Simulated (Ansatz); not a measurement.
2H WS₂

All values below come from HSE06-D3(BJ) (Ansatz, a program for electronic structure, plane waves, PAW).

Cell: relaxed with PBE-D3(BJ): a = b = 3.154 Å, c = 12.139 Å, α = β = 90.00°, γ = 120.00°.

For 2H WS₂, the interlayer binding energy comes out as 50.2 meV/Å².

Spin–orbit coupling is not included.

The result took about 14 core-minutes (a rough figure).
